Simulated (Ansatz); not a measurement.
An input meant for the cluster P3 (charge 0, doublet; atoms displaced at random, 0.15 Å in each coordinate).

```yaml
crystal:
  periodic: [false, false, false]
  atoms:
    - {symbol: P, position_ang: [0.316872, 0.919482, 0.588874]}
    - {symbol: P, position_ang: [-1.254706, -0.788716, 0.291266]}
    - {symbol: P, position_ang: [0.877037, -0.700197, -0.630419]}
basis:
  gaussian: {orbitals: def2-SVP, nuclear_model: gaussian}
magnetization: {spin_polarized: true, initial_magnetization: 7}
hamiltonian: {xc: {name: r2SCAN50}}
output: {forces: true}
```

```sh
$ ansatz run in.yaml --threads 4 --pin off --events-out ev --progress --plain --max-ram 3916MiB
```

Shortened log:

```
Functional definition: r2SCAN50
479 factors; integrals over basis functions are off by at most 1.2e-3 eV
mean field evaluation 1: about -27842.9152 eV, gradient 6.9e0 eV
mean field evaluation 2: about -27843.2794 eV, gradient 5.2e0 eV
mean field evaluation 4: about -27843.5589 eV, gradient 1.0e0 eV
mean field evaluation 8: about -27843.7428 eV, gradient 5.3e-1 eV
mean field evaluation 16: about -27843.7726 eV, gradient 1.6e-3 eV
mean field evaluation 32: about -27843.6852 eV, gradient 1.3e0 eV
mean field -27843.77261395 eV, -1023.2397703756 hartree, gradient 5.0e-6 eV, S^2 15.768525; 3 other end points of the search recorded, 0 dependent functions left out
reference -27843.77261847 eV, -1023.2397705420 hartree; 26, 19 occupied and 28, 35 virtual orbitals, 479 factors
Total energy: -27843.77261847 eV, -1023.2397705420 hartree
Atom 0 at     0.316872     0.919482     0.588874 Å, force     2.669151     5.524316     2.065498 eV/Å
Atom 1 at    -1.254706    -0.788716     0.291266 Å, force    -8.010502    -3.812270     1.394006 eV/Å
Atom 2 at     0.877037    -0.700197    -0.630419 Å, force     5.341351    -1.712046    -3.459504 eV/Å
Dipole moment:    -0.107037    -0.052353     0.017787 e Å
```

In this input the spin is set far too high (7 unpaired electrons typed, 1 in the doublet as meant). Self-consistency was reached. The result belongs to that input, not to the species as meant.
